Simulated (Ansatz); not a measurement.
A made-up structure of NaBH2O, closed shell:

O1  (-0.877, -0.446, -0.451)
B2  (0.258, 0.070, 0.109)
Na3  (0.176, 2.421, 0.992)
H4  (0.251, 3.914, 2.275)
H5  (1.214, -0.695, 0.117)
(Å)

It is relaxed with PBE-D4/def2-SVP and then PBE0-D4/def2-TZVP (Ansatz 0.2.0). Atoms count as bonded within 1.22 times the sum of their covalent radii (H–H: 0.88 Å). The end point is not checked to be a true minimum.

Q: Does its bonding change? (A judgement: the text doesn't fix the answer.)

A: By the calculation: Yes. Formed: O1–Na3; broken: B2–Na3.

Where it ends: The first stage lowers the energy by 2.18 eV in 24 steps. It ends as NaBH₂O ([BH][O][NaH]):
| atom | x (Å) | y (Å) | z (Å) |
| --- | --- | --- | --- |
| O1 | 0.3105 | 0.5113 | 0.3782 |
| B2 | 0.5242 | -0.5765 | -0.0839 |
| Na3 | -0.1024 | 2.6150 | 1.2720 |
| H4 | -0.4435 | 4.3531 | 2.0106 |
| H5 | 0.7327 | -1.6379 | -0.5348 |

Labels in which every atom is bracketed show which atoms are joined, not bond orders.

For scale, one of the runs: PBE0-D4/def2-TZVP relaxation, 106 basis functions, launched by `ansatz run in.yaml --threads 2 --pin off --events-out ev --progress --plain --max-ram 4352MiB`. The run took about 12 s on 2 CPU threads of an Arm Neoverse V2 (shared host).
